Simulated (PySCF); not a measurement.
# Solvent effects on NMR parameters

Geometry (Å), atoms numbered from 1 in this order:
```xyz
5

O     0.1505    1.1910   -0.9279
S     0.0101   -0.0059   -0.0069
O     0.3356   -1.2739   -0.7712
O    -1.4128   -0.0800    0.5105
O     0.9662    0.1400    1.1613
```

Total charge -2.

GIAO PBE0/pcSseg-1 in PySCF 2.14 on one PBE0-D3(BJ)/def2-SVP conformer, non-relativistic, equivalent nuclei averaged. Solvents enter as an IEF-PCM continuum (tetrahydrofuran with ε = 7.4, water with ε = 78.4) around the gas-phase geometry.

Gas phase, σ in ppm: O1/O3/O4/O5 119.1, S2 127.9. Dipole moment 0.00 D.

Problem. How does each σ change in the continuum?

Solution. 
```csv
atoms,environment,"Δσ, tetrahydrofuran","Δσ, water"
O1/O3/O4/O5,oxygen of an anionic S–O group,-2.1,-2.4
S2,sulfonyl sulfur,-2.3,-2.8
```

Changes are relative to the gas phase.

Problem. Which nuclei move most (in ppm), and what does the model miss?

Solution. S2 (sulfonyl sulfur, -2.8 ppm) in water. A continuum only polarises the solute; specific hydrogen bonds, the anisotropy of aromatic solvents and changes of geometry or conformer are outside it, as are counter-ions.
